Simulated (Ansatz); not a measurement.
We consider Li2SrSiO4 (P3₁21, No. 152; cell taken from a computed entry), described by r²SCAN (plane waves, PAW; Ansatz, a program for electronic structure).

Numerical settings: plane-wave cutoff 560 eV, 12×12×4 k mesh (along the axes of the cell as run), Fermi–Dirac smearing 0.01 eV, scalar-relativistic PAW data made under PBE.

Cell (relaxed with PBEsol):

```cif
data_Li6O12Si3Sr3
_chemical_formula_sum 'Li6 Sr3 Si3 O12'
_space_group_name_H-M_alt 'P3121'
_space_group_IT_number 152
_space_group_name_Hall 'P 31 2"'
_cell_length_a 5.00458
_cell_length_b 5.00458
_cell_length_c 12.40159
_cell_angle_alpha 90.000
_cell_angle_beta 90.000
_cell_angle_gamma 120.000
loop_
_atom_site_label
_atom_site_type_symbol
_atom_site_symmetry_multiplicity
_atom_site_Wyckoff_symbol
_atom_site_fract_x
_atom_site_fract_y
_atom_site_fract_z
_atom_site_occupancy
Li1 Li 6 c 0.40889 0.07327 0.07898 1
Sr1 Sr 3 b 0.58021 0.58021 0.50000 1
Si1 Si 3 a 0.72227 0.72227 0.00000 1
O1 O 6 c 0.48698 0.03561 0.44052 1
O2 O 6 c 0.76156 0.07028 0.00377 1
```

Task: Predict the band gap and smallest direct gap on the k points sampled.

Result: 
- band gap: 5.40 eV
- smallest direct gap on the k points sampled: 5.63 eV

Note: cell and atoms aren't relaxed at this level (largest force component 0.33 eV/Å).

Spin–orbit coupling is not included.

Computed values are for the static lattice.

It cost around 10 core-minutes (rough) of CPU time.
